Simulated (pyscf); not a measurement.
Thermochemistry of product channels of H₂B–PH₂ (SMILES BP) + H₂O (SMILES O) on the singlet surface, in kcal/mol, from ωB97M-D3(BJ)/def2-TZVP energies (ideal gas, 1 atm, RRHO with modes under 100 cm⁻¹ raised to 100, one conformer, R ln 2 for rigid chiral ones). Structures and frequencies: ωB97X-D3(BJ)/def2-SVP in PySCF.

```csv
products,ΔE,ΔH(298 K),ΔG(600 K),ΔG(1200 K)
PH₃ (SMILES P) + H₂B–OH (SMILES BO),-29.8,-29.9,-29.1,-27.3
HO–BH–PH₂ (SMILES OBP) + H₂ (SMILES [H][H]),…,-29.2,-25.8,-23.7
```

Task: Fill in the missing entries.

Result: 
- HO–BH–PH₂ (SMILES OBP) + H₂ (SMILES [H][H]), ΔE: -27.1

These are energies of the channels, which say nothing of barriers.
